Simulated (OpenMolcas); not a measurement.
# C2H2 (acetylene): the vertical energy of the triplet above the singlet from total energies

The species is C2H2 (4 atoms), meant as a singlet with charge 0. As SMILES, `C#C`. The shape is that of a PBE0-D4/def2-TZVP optimisation.

```xyz
4

C     0.1555   -0.5421    0.2004
C    -0.1555    0.5421   -0.2004
H     0.4322   -1.5065    0.5569
H    -0.4322    1.5065   -0.5569
```

Both states at this one shape; open shells run unrestricted unless said. 1 Eh = 27.2114 eV.

| level | program | singlet C2H2 (Eh) | triplet C2H2 (Eh) |
| --- | --- | --- | --- |
| HF/ANO-L-VDZP | OpenMolcas | -76.837719 | -76.659152 |
| HF/ANO-L-VTZP | OpenMolcas | -76.852055 | -76.675471 |
| HF/ANO-L-VQZP | OpenMolcas | -76.855032 | -76.678108 |

Problem. Work out the vertical gap, second state less first, at each level.

Solution. 
1. HF/ANO-L-VDZP: -76.659152 − (-76.837719) = 0.178567 Eh = 4.86 eV.
2. HF/ANO-L-VTZP: -76.675471 − (-76.852055) = 0.176584 Eh = 4.81 eV.
3. HF/ANO-L-VQZP: -76.678108 − (-76.855032) = 0.176924 Eh = 4.81 eV.

No measured value is set beside it here; the levels span 4.81 to 4.86 eV.
